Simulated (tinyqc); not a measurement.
Inside a calculation (part 1 of 2). Method: MP2 on RHF in the sto-3g basis, frozen core, for NH3, spin multiplicity 1. Computed by tinyqc, a small Python program that keeps every step (integrals from PySCF). Settings: charge = 0, multiplicity = 1, basis = sto-3g, method = RHF, frozen orbitals = 1, energy threshold = 1e-10, iteration cap = 76, orthogonalisation = symmetric, start = atomic densities, DIIS depth = 6. Command: `OMP_NUM_THREADS=1 python tinyqc.py 25768 25769 out.jsonl` (the two numbers bound the seeds that draw the settings). One thread of a shared host (Intel(R) Xeon(R) Processor @ 2.60GHz), about 0.2 s of CPU time with the checks. The early iterations of the SCF are left out here.

## One-electron integrals

Geometry (angstrom):
```
atom          x          y         z
N      0.000000   0.000000  0.279000
H      1.065000   0.000000  0.000000
H     -0.532000   0.922000  0.000000
H     -0.532000  -0.922000  0.000000
```

Basis sto-3g: exponents (1/bohr^2) and contraction coefficients of normalised primitives:
```
element  l (shell)   exponent  coefficient
N            s (1)  99.106169     0.154329
N            s (1)  18.052312     0.535328
N            s (1)   4.885660     0.444635
N            s (2)   3.780456    -0.099967
N            s (2)   0.878497     0.399513
N            s (2)   0.285714     0.700115
N            p (3)   3.780456     0.155916
N            p (3)   0.878497     0.607684
N            p (3)   0.285714     0.391957
H            s (1)   3.425251     0.154329
H            s (1)   0.623914     0.535328
H            s (1)   0.168855     0.444635
```

Overlap, kinetic and nuclear-attraction integrals over the contracted functions; the nuclear repulsion is the sum of Za Zb / Rab.

nuclear repulsion = 10.95786737 hartree

overlap S, order 1N 1s, 1N 2s, 1N 2px, 1N 2py, 1N 2pz, 2H 1s, 3H 1s, 4H 1s:
$$\begin{pmatrix}
1.000000 & 0.235038 & 0.000000 & 0.000000 & 0.000000 & 0.047335 & 0.047392 & 0.047392 \\
0.235038 & 1.000000 & 0.000000 & 0.000000 & 0.000000 & 0.441012 & 0.441311 & 0.441311 \\
0.000000 & 0.000000 & 1.000000 & 0.000000 & 0.000000 & 0.394252 & -0.197124 & -0.197124 \\
0.000000 & 0.000000 & 0.000000 & 1.000000 & 0.000000 & 0.000000 & 0.341632 & -0.341632 \\
0.000000 & 0.000000 & 0.000000 & 0.000000 & 1.000000 & -0.103283 & -0.103379 & -0.103379 \\
0.047335 & 0.441012 & 0.394252 & 0.000000 & -0.103283 & 1.000000 & 0.153170 & 0.153170 \\
0.047392 & 0.441311 & -0.197124 & 0.341632 & -0.103379 & 0.153170 & 1.000000 & 0.153181 \\
0.047392 & 0.441311 & -0.197124 & -0.341632 & -0.103379 & 0.153170 & 0.153181 & 1.000000
\end{pmatrix}$$

kinetic energy T (hartree), order 1N 1s, 1N 2s, 1N 2px, 1N 2py, 1N 2pz, 2H 1s, 3H 1s, 4H 1s:
$$\begin{pmatrix}
21.990753 & -0.128416 & 0.000000 & 0.000000 & 0.000000 & -0.009613 & -0.009602 & -0.009602 \\
-0.128416 & 0.606994 & 0.000000 & 0.000000 & 0.000000 & 0.089975 & 0.090146 & 0.090146 \\
0.000000 & 0.000000 & 1.899358 & 0.000000 & 0.000000 & 0.217546 & -0.108873 & -0.108873 \\
0.000000 & 0.000000 & 0.000000 & 1.899358 & 0.000000 & 0.000000 & 0.188686 & -0.188686 \\
0.000000 & 0.000000 & 0.000000 & 0.000000 & 1.899358 & -0.056991 & -0.057097 & -0.057097 \\
-0.009613 & 0.089975 & 0.217546 & 0.000000 & -0.056991 & 0.760032 & -0.007347 & -0.007347 \\
-0.009602 & 0.090146 & -0.108873 & 0.188686 & -0.057097 & -0.007347 & 0.760032 & -0.007346 \\
-0.009602 & 0.090146 & -0.108873 & -0.188686 & -0.057097 & -0.007347 & -0.007346 & 0.760032
\end{pmatrix}$$

nuclear attraction V (hartree), order 1N 1s, 1N 2s, 1N 2px, 1N 2py, 1N 2pz, 2H 1s, 3H 1s, 4H 1s:
$$\begin{pmatrix}
-47.628387 & -5.771970 & 0.000006 & 0.000000 & 0.010185 & -1.188275 & -1.189720 & -1.189720 \\
-5.771970 & -8.287288 & 0.000043 & 0.000000 & 0.121042 & -2.955823 & -2.958274 & -2.958274 \\
0.000006 & 0.000043 & -8.275316 & 0.000000 & -0.000027 & -2.393195 & 1.196809 & 1.196809 \\
0.000000 & 0.000000 & 0.000000 & -8.275505 & 0.000000 & 0.000000 & -2.074186 & 2.074186 \\
0.010185 & 0.121042 & -0.000027 & 0.000000 & -8.143220 & 0.657257 & 0.657981 & 0.657981 \\
-1.188275 & -2.955823 & -2.393195 & 0.000000 & 0.657257 & -5.095195 & -0.872958 & -0.872958 \\
-1.189720 & -2.958274 & 1.196809 & -2.074186 & 0.657981 & -0.872958 & -5.096582 & -0.873190 \\
-1.189720 & -2.958274 & 1.196809 & 2.074186 & 0.657981 & -0.872958 & -0.873190 & -5.096582
\end{pmatrix}$$

core Hamiltonian H = T + V (hartree), order 1N 1s, 1N 2s, 1N 2px, 1N 2py, 1N 2pz, 2H 1s, 3H 1s, 4H 1s:
$$\begin{pmatrix}
-25.637634 & -5.900387 & 0.000006 & 0.000000 & 0.010185 & -1.197888 & -1.199322 & -1.199322 \\
-5.900387 & -7.680295 & 0.000043 & 0.000000 & 0.121042 & -2.865848 & -2.868129 & -2.868129 \\
0.000006 & 0.000043 & -6.375958 & 0.000000 & -0.000027 & -2.175649 & 1.087936 & 1.087936 \\
0.000000 & 0.000000 & 0.000000 & -6.376147 & 0.000000 & 0.000000 & -1.885499 & 1.885499 \\
0.010185 & 0.121042 & -0.000027 & 0.000000 & -6.243862 & 0.600266 & 0.600884 & 0.600884 \\
-1.197888 & -2.865848 & -2.175649 & 0.000000 & 0.600266 & -4.335163 & -0.880305 & -0.880305 \\
-1.199322 & -2.868129 & 1.087936 & -1.885499 & 0.600884 & -0.880305 & -4.336550 & -0.880536 \\
-1.199322 & -2.868129 & 1.087936 & 1.885499 & 0.600884 & -0.880305 & -0.880536 & -4.336550
\end{pmatrix}$$

## Two-electron integrals

Functions are numbered as in S; the eight-fold symmetry (ij|kl) = (ji|kl) = (kl|ij) leaves the list below.

Two-electron integrals (ij|kl) in chemists' order, unique and non-zero (hartree):
```
(11|11) 4.166630    (21|11) 0.640849    (21|21) 0.117461    (22|11) 0.969864
(22|21) 0.220936    (22|22) 0.708245    (31|31) 0.020960    (32|31) 0.032452
(32|32) 0.156449    (33|11) 0.967124    (33|21) 0.220977    (33|22) 0.708086
(33|33) 0.762805    (41|41) 0.020960    (42|41) 0.032452    (42|42) 0.156449
(43|43) 0.041119    (44|11) 0.967124    (44|21) 0.220977    (44|22) 0.708086
(44|33) 0.680568    (44|44) 0.762805    (51|51) 0.020960    (52|51) 0.032452
(52|52) 0.156449    (53|53) 0.041119    (54|54) 0.041119    (55|11) 0.967124
(55|21) 0.220977    (55|22) 0.708086    (55|33) 0.680568    (55|44) 0.680568
(55|55) 0.762805    (61|11) 0.130556    (61|21) 0.023752    (61|22) 0.044462
(61|31) 0.001204    (61|32) 0.002266    (61|33) 0.044673    (61|44) 0.044349
(61|51) -0.000316   (61|52) -0.000594   (61|53) -0.000085   (61|55) 0.044372
(61|61) 0.004883    (62|11) 0.322997    (62|21) 0.074511    (62|22) 0.264349
(62|31) 0.006043    (62|32) 0.046220    (62|33) 0.273982    (62|44) 0.258889
(62|51) -0.001583   (62|52) -0.012108   (62|53) -0.003954   (62|55) 0.259925
(62|61) 0.015500    (62|62) 0.126347    (63|11) 0.248156    (63|21) 0.057960
(63|22) 0.218873    (63|31) 0.011635    (63|32) 0.079603    (63|33) 0.238772
(63|44) 0.208397    (63|51) -0.001075   (63|52) -0.009385   (63|53) -0.005526
(63|55) 0.209208    (63|61) 0.012583    (63|62) 0.125629    (63|63) 0.139559
(64|41) 0.007532    (64|42) 0.043778    (64|43) 0.009281    (64|54) -0.002431
(64|64) 0.016573    (65|11) -0.065010   (65|21) -0.015184   (65|22) -0.057339
(65|31) -0.001075   (65|32) -0.009385   (65|33) -0.057689   (65|44) -0.054594
(65|51) 0.007814    (65|52) 0.046237    (65|53) 0.010091    (65|55) -0.059669
(65|61) -0.003296   (65|62) -0.032911   (65|63) -0.032219   (65|65) 0.025013
(66|11) 0.470237    (66|21) 0.110214    (66|22) 0.447106    (66|31) 0.011291
(66|32) 0.118090    (66|33) 0.484479    (66|44) 0.426132    (66|51) -0.002958
(66|52) -0.030936   (66|53) -0.015285   (66|55) 0.430137    (66|61) 0.023170
(66|62) 0.270924    (66|63) 0.301845    (66|65) -0.079075   (66|66) 0.774606
(71|11) 0.130714    (71|21) 0.023780    (71|22) 0.044516    (71|31) -0.000603
(71|32) -0.001134   (71|33) 0.044483    (71|41) 0.001044    (71|42) 0.001965
(71|43) -0.000140   (71|44) 0.044645    (71|51) -0.000316   (71|52) -0.000595
(71|53) 0.000042    (71|54) -0.000073   (71|55) 0.044425    (71|61) 0.004779
(71|62) 0.014820    (71|63) 0.011273    (71|64) 0.000446    (71|65) -0.003156
(71|66) 0.021840    (71|71) 0.004895    (72|11) 0.323273    (72|21) 0.074574
(72|22) 0.264559    (72|31) -0.003023   (72|32) -0.023115   (72|33) 0.262868
(72|41) 0.005238    (72|42) 0.040060    (72|43) -0.006537   (72|44) 0.270425
(72|51) -0.001585   (72|52) -0.012122   (72|53) 0.001978    (72|54) -0.003428
(72|55) 0.260133    (72|61) 0.014815    (72|62) 0.095286    (72|63) 0.073197
(72|64) 0.010860    (72|65) -0.024104   (72|66) 0.161906    (72|71) 0.015531
(72|72) 0.126530    (73|11) -0.124102   (73|21) -0.028985   (73|22) -0.109452
(73|31) 0.008565    (73|32) 0.052771    (73|33) -0.114972   (73|41) -0.001777
(73|42) -0.015516   (73|43) 0.010601    (73|44) -0.108644   (73|51) 0.000538
(73|52) 0.004695    (73|53) -0.003208   (73|54) 0.001341    (73|55) -0.104619
(73|61) -0.005244   (73|62) -0.027164   (73|63) -0.009728   (73|64) -0.002343
(73|65) 0.006721    (73|66) -0.035938   (73|71) -0.006300   (73|72) -0.062865
(73|73) 0.047351    (74|11) 0.215080    (74|21) 0.050234    (74|22) 0.189689
(74|31) -0.001777   (74|32) -0.015516   (74|33) 0.183167    (74|41) 0.010620
(74|42) 0.070708    (74|43) -0.009073   (74|44) 0.204379    (74|51) -0.000932
(74|52) -0.008137   (74|53) 0.001341    (74|54) -0.004758   (74|55) 0.181313
(74|61) 0.009982    (74|62) 0.068813    (74|63) 0.052484    (74|64) 0.019199
(74|65) -0.017075   (74|66) 0.117709    (74|71) 0.010919    (74|72) 0.108949
(74|73) -0.053294   (74|74) 0.108963    (75|11) -0.065084   (75|21) -0.015201
(75|22) -0.057401   (75|31) 0.000538    (75|32) 0.004695    (75|33) -0.055427
(75|41) -0.000932   (75|42) -0.008137   (75|43) 0.001341    (75|44) -0.056977
(75|51) 0.007822    (75|52) 0.046280    (75|53) -0.005048   (75|54) 0.008748
(75|55) -0.059735   (75|61) -0.003156   (75|62) -0.024109   (75|63) -0.018157
(75|64) -0.002712   (75|65) 0.017857    (75|66) -0.043997   (75|71) -0.003304
(75|72) -0.032968   (75|73) 0.016127    (75|74) -0.027949   (75|75) 0.025058
(76|11) 0.091999    (76|21) 0.021351    (76|22) 0.080233    (76|31) 0.000703
(76|32) 0.006033    (76|33) 0.080573    (76|41) 0.001216    (76|42) 0.010441
(76|43) 0.000360    (76|44) 0.080987    (76|51) -0.000736   (76|52) -0.006318
(76|53) -0.000773   (76|54) -0.001339   (76|55) 0.079054    (76|61) 0.004367
(76|62) 0.035860    (76|63) 0.033086    (76|64) 0.003738    (76|65) -0.010364
(76|66) 0.074749    (76|71) 0.004372    (76|72) 0.035883    (76|73) -0.013301
(76|74) 0.030538    (76|75) -0.010373   (76|76) 0.012425    (77|11) 0.470433
(77|21) 0.110260    (77|22) 0.447257    (77|31) -0.005647   (77|32) -0.059042
(77|33) 0.440853    (77|41) 0.009786    (77|42) 0.102325    (77|43) -0.025267
(77|44) 0.470063    (77|51) -0.002961   (77|52) -0.030964   (77|53) 0.007646
(77|54) -0.013251   (77|55) 0.430283    (77|61) 0.021823    (77|62) 0.161829
(77|63) 0.119887    (77|64) 0.027685    (77|65) -0.043969   (77|66) 0.285250
(77|71) 0.023208    (77|72) 0.271154    (77|73) -0.150953   (77|74) 0.261615
(77|75) -0.079165   (77|76) 0.074749    (77|77) 0.774606    (81|11) 0.130714
(81|21) 0.023780    (81|22) 0.044516    (81|31) -0.000603   (81|32) -0.001134
(81|33) 0.044483    (81|41) -0.001044   (81|42) -0.001965   (81|43) 0.000140
(81|44) 0.044645    (81|51) -0.000316   (81|52) -0.000595   (81|53) 0.000042
(81|54) 0.000073    (81|55) 0.044425    (81|61) 0.004779    (81|62) 0.014820
(81|63) 0.011273    (81|64) -0.000446   (81|65) -0.003156   (81|66) 0.021840
(81|71) 0.004784    (81|72) 0.014832    (81|73) -0.006024   (81|74) 0.009547
(81|75) -0.003159   (81|76) 0.004214    (81|77) 0.021848    (81|81) 0.004895
(82|11) 0.323273    (82|21) 0.074574    (82|22) 0.264559    (82|31) -0.003023
(82|32) -0.023115   (82|33) 0.262868    (82|41) -0.005238   (82|42) -0.040060
(82|43) 0.006537    (82|44) 0.270425    (82|51) -0.001585   (82|52) -0.012122
(82|53) 0.001978    (82|54) 0.003428    (82|55) 0.260133    (82|61) 0.014815
(82|62) 0.095286    (82|63) 0.073197    (82|64) -0.010860   (82|65) -0.024104
(82|66) 0.161906    (82|71) 0.014832    (82|72) 0.095353    (82|73) -0.046004
(82|74) 0.057994    (82|75) -0.024126   (82|76) 0.028222    (82|77) 0.161931
(82|81) 0.015531    (82|82) 0.126530    (83|11) -0.124102   (83|21) -0.028985
(83|22) -0.109452   (83|31) 0.008565    (83|32) 0.052771    (83|33) -0.114972
(83|41) 0.001777    (83|42) 0.015516    (83|43) -0.010601   (83|44) -0.108644
(83|51) 0.000538    (83|52) 0.004695    (83|53) -0.003208   (83|54) -0.001341
(83|55) -0.104619   (83|61) -0.005244   (83|62) -0.027164   (83|63) -0.009728
(83|64) 0.002343    (83|65) 0.006721    (83|66) -0.035938   (83|71) -0.006024
(83|72) -0.046004   (83|73) 0.033669    (83|74) -0.027414   (83|75) 0.011428
(83|76) -0.010302   (83|77) -0.083912   (83|81) -0.006300   (83|82) -0.062865
(83|83) 0.047351    (84|11) -0.215080   (84|21) -0.050234   (84|22) -0.189689
(84|31) 0.001777    (84|32) 0.015516    (84|33) -0.183167   (84|41) 0.010620
(84|42) 0.070708    (84|43) -0.009073   (84|44) -0.204379   (84|51) 0.000932
(84|52) 0.008137    (84|53) -0.001341   (84|54) -0.004758   (84|55) -0.181313
(84|61) -0.009982   (84|62) -0.068813   (84|63) -0.052484   (84|64) 0.019199
(84|65) 0.017075    (84|66) -0.117709   (84|71) -0.009547   (84|72) -0.057994
(84|73) 0.027414    (84|74) -0.024232   (84|75) 0.014377    (84|76) -0.017858
(84|77) -0.090024   (84|81) -0.010919   (84|82) -0.108949   (84|83) 0.053294
(84|84) 0.108963    (85|11) -0.065084   (85|21) -0.015201   (85|22) -0.057401
(85|31) 0.000538    (85|32) 0.004695    (85|33) -0.055427   (85|41) 0.000932
(85|42) 0.008137    (85|43) -0.001341   (85|44) -0.056977   (85|51) 0.007822
(85|52) 0.046280    (85|53) -0.005048   (85|54) -0.008748   (85|55) -0.059735
(85|61) -0.003156   (85|62) -0.024109   (85|63) -0.018157   (85|64) 0.002712
(85|65) 0.017857    (85|66) -0.043997   (85|71) -0.003159   (85|72) -0.024126
(85|73) 0.011428    (85|74) -0.014377   (85|75) 0.017872    (85|76) -0.007908
(85|77) -0.044007   (85|81) -0.003304   (85|82) -0.032968   (85|83) 0.016127
(85|84) 0.027949    (85|85) 0.025058    (86|11) 0.091999    (86|21) 0.021351
(86|22) 0.080233    (86|31) 0.000703    (86|32) 0.006033    (86|33) 0.080573
(86|41) -0.001216   (86|42) -0.010441   (86|43) -0.000360   (86|44) 0.080987
(86|51) -0.000736   (86|52) -0.006318   (86|53) -0.000773   (86|54) 0.001339
(86|55) 0.079054    (86|61) 0.004367    (86|62) 0.035860    (86|63) 0.033086
(86|64) -0.003738   (86|65) -0.010364   (86|66) 0.074749    (86|71) 0.004214
(86|72) 0.028222    (86|73) -0.010302   (86|74) 0.017858    (86|75) -0.007908
(86|76) 0.010030    (86|77) 0.048242    (86|81) 0.004372    (86|82) 0.035883
(86|83) -0.013301   (86|84) -0.030538   (86|85) -0.010373   (86|86) 0.012425
(87|11) 0.092029    (87|21) 0.021358    (87|22) 0.080253    (87|31) -0.001404
(87|32) -0.012054   (87|33) 0.081211    (87|44) 0.080387    (87|51) -0.000736
(87|52) -0.006321   (87|53) 0.001546    (87|55) 0.079075    (87|61) 0.004211
(87|62) 0.028209    (87|63) 0.020614    (87|65) -0.007903   (87|66) 0.048244
(87|71) 0.004373    (87|72) 0.035889    (87|73) -0.019783   (87|74) 0.026802
(87|75) -0.010375   (87|76) 0.010030    (87|77) 0.074755    (87|81) 0.004373
(87|82) 0.035889    (87|83) -0.019783   (87|84) -0.026802   (87|85) -0.010375
(87|86) 0.010030    (87|87) 0.012426    (88|11) 0.470433    (88|21) 0.110260
(88|22) 0.447257    (88|31) -0.005647   (88|32) -0.059042   (88|33) 0.440853
(88|41) -0.009786   (88|42) -0.102325   (88|43) 0.025267    (88|44) 0.470063
(88|51) -0.002961   (88|52) -0.030964   (88|53) 0.007646    (88|54) 0.013251
(88|55) 0.430283    (88|61) 0.021823    (88|62) 0.161829    (88|63) 0.119887
(88|64) -0.027685   (88|65) -0.043969   (88|66) 0.285250    (88|71) 0.021848
(88|72) 0.161931    (88|73) -0.083912   (88|74) 0.090024    (88|75) -0.044007
(88|76) 0.048242    (88|77) 0.285256    (88|81) 0.023208    (88|82) 0.271154
(88|83) -0.150953   (88|84) -0.261615   (88|85) -0.079165   (88|86) 0.074749
(88|87) 0.074755    (88|88) 0.774606
```

## Orthogonalisation

S = U s U^T; symmetric (Loewdin) form X = U s^(-1/2) U^T, so that X^T S X = 1.

eigenvalues of S: [0.329260, 0.434236, 0.434525, 0.937557, 1.042384, 1.412308, 1.412583, 1.997146]

X, order 1N 1s, 1N 2s, 1N 2px, 1N 2py, 1N 2pz, 2H 1s, 3H 1s, 4H 1s:
$$\begin{pmatrix}
1.024808 & -0.149892 & 0.000005 & 0.000000 & 0.006423 & 0.021676 & 0.021687 & 0.021687 \\
-0.149892 & 1.312105 & -0.000104 & 0.000000 & -0.066605 & -0.272972 & -0.273292 & -0.273292 \\
0.000005 & -0.000104 & 1.126332 & 0.000000 & 0.000030 & -0.272360 & 0.136228 & 0.136228 \\
0.000000 & 0.000000 & 0.000000 & 1.126523 & 0.000000 & 0.000000 & -0.236106 & 0.236106 \\
0.006423 & -0.066605 & 0.000030 & 0.000000 & 1.015272 & 0.062787 & 0.062880 & 0.062880 \\
0.021676 & -0.272972 & -0.272360 & 0.000000 & 0.062787 & 1.191437 & -0.040624 & -0.040624 \\
0.021687 & -0.273292 & 0.136228 & -0.236106 & 0.062880 & -0.040624 & 1.191744 & -0.040644 \\
0.021687 & -0.273292 & 0.136228 & 0.236106 & 0.062880 & -0.040624 & -0.040644 & 1.191744
\end{pmatrix}$$

## Iteration 8 (converged): orbitals

converged F (hartree), order 1N 1s, 1N 2s, 1N 2px, 1N 2py, 1N 2pz, 2H 1s, 3H 1s, 4H 1s:
$$\begin{pmatrix}
-15.278218 & -3.887715 & 0.000004 & 0.000000 & 0.018529 & -0.796059 & -0.797004 & -0.797004 \\
-3.887715 & -1.870111 & 0.000100 & 0.000000 & 0.062254 & -0.759345 & -0.759934 & -0.759934 \\
0.000004 & 0.000100 & -0.249831 & 0.000000 & -0.000045 & -0.426078 & 0.213023 & 0.213023 \\
0.000000 & 0.000000 & 0.000000 & -0.250093 & 0.000000 & 0.000000 & -0.369151 & 0.369151 \\
0.018529 & 0.062254 & -0.000045 & 0.000000 & -0.300202 & 0.140815 & 0.140926 & 0.140926 \\
-0.796059 & -0.759345 & -0.426078 & 0.000000 & 0.140815 & -0.429777 & -0.225761 & -0.225761 \\
-0.797004 & -0.759934 & 0.213023 & -0.369151 & 0.140926 & -0.225761 & -0.430251 & -0.225853 \\
-0.797004 & -0.759934 & 0.213023 & 0.369151 & 0.140926 & -0.225761 & -0.225853 & -0.430251
\end{pmatrix}$$

Diagonalise F' = X^T F X, C = X C', fill 5 alpha and 5 beta electrons from the bottom; D = 2 C_occ C_occ^T. Each column has its largest component positive (the first on a tie).

F' = X^T F X (hartree):
$$\begin{pmatrix}
-14.985714 & -2.067260 & -0.000011 & 0.000000 & 0.034056 & -0.101867 & -0.102140 & -0.102140 \\
-2.067260 & -0.789301 & -0.000041 & 0.000000 & -0.069055 & -0.422685 & -0.423081 & -0.423081 \\
-0.000011 & -0.000041 & 0.052488 & 0.000000 & 0.000007 & -0.493531 & 0.246775 & 0.246775 \\
0.000000 & 0.000000 & 0.000000 & 0.052575 & 0.000000 & 0.000000 & -0.427661 & 0.427661 \\
0.034056 & -0.069055 & 0.000007 & 0.000000 & -0.262576 & 0.125277 & 0.125410 & 0.125410 \\
-0.101867 & -0.422685 & -0.493531 & 0.000000 & 0.125277 & 0.036647 & -0.054499 & -0.054499 \\
-0.102140 & -0.423081 & 0.246775 & -0.427661 & 0.125410 & -0.054499 & 0.036781 & -0.054554 \\
-0.102140 & -0.423081 & 0.246775 & 0.427661 & 0.125410 & -0.054499 & -0.054554 & 0.036781
\end{pmatrix}$$

orbital energies (hartree): MO1 -15.285778, MO2 -1.019576, MO3 -0.533159, MO4 -0.532936, MO5 -0.317133, MO6 0.512597, MO7 0.676596, MO8 0.677069

coefficients C, order 1N 1s, 1N 2s, 1N 2px, 1N 2py, 1N 2pz, 2H 1s, 3H 1s, 4H 1s:
$$\begin{pmatrix}
0.993624 & -0.221786 & 0.000000 & -0.000034 & -0.065446 & -0.182727 & 0.000223 & 0.000000 \\
0.029476 & 0.765100 & 0.000000 & 0.000204 & 0.327880 & 1.130778 & -0.001598 & 0.000000 \\
-0.000002 & -0.000103 & 0.000000 & 0.576977 & -0.000083 & 0.001110 & 1.023237 & 0.000000 \\
0.000000 & 0.000000 & 0.576933 & 0.000000 & 0.000000 & 0.000000 & 0.000000 & 1.023569 \\
-0.002990 & -0.084887 & 0.000000 & 0.000094 & 0.938795 & -0.398189 & 0.000546 & 0.000000 \\
-0.005686 & 0.164523 & 0.000000 & 0.504338 & -0.108225 & -0.672438 & -0.911364 & 0.000000 \\
-0.005692 & 0.164702 & 0.436641 & -0.252039 & -0.108185 & -0.671335 & 0.456902 & -0.790240 \\
-0.005692 & 0.164702 & -0.436641 & -0.252039 & -0.108185 & -0.671335 & 0.456902 & 0.790240
\end{pmatrix}$$

D after iteration 8, order 1N 1s, 1N 2s, 1N 2px, 1N 2py, 1N 2pz, 2H 1s, 3H 1s, 4H 1s:
$$\begin{pmatrix}
2.081523 & -0.323718 & 0.000013 & 0.000000 & -0.091169 & -0.070147 & -0.070190 & -0.070190 \\
-0.323718 & 1.387506 & 0.000022 & 0.000000 & 0.485555 & 0.180654 & 0.180646 & 0.180646 \\
0.000013 & 0.000022 & 0.665806 & 0.000000 & -0.000030 & 0.581968 & -0.290857 & -0.290857 \\
0.000000 & 0.000000 & 0.000000 & 0.665704 & 0.000000 & 0.000000 & 0.503826 & -0.503826 \\
-0.091169 & 0.485555 & -0.000030 & 0.000000 & 1.777100 & -0.231005 & -0.231103 & -0.231103 \\
-0.070147 & 0.180654 & 0.581968 & 0.000000 & -0.231005 & 0.586340 & -0.176549 & -0.176549 \\
-0.070190 & 0.180646 & -0.290857 & 0.503826 & -0.231103 & -0.176549 & 0.586085 & -0.176538 \\
-0.070190 & 0.180646 & -0.290857 & -0.503826 & -0.231103 & -0.176549 & -0.176538 & 0.586085
\end{pmatrix}$$
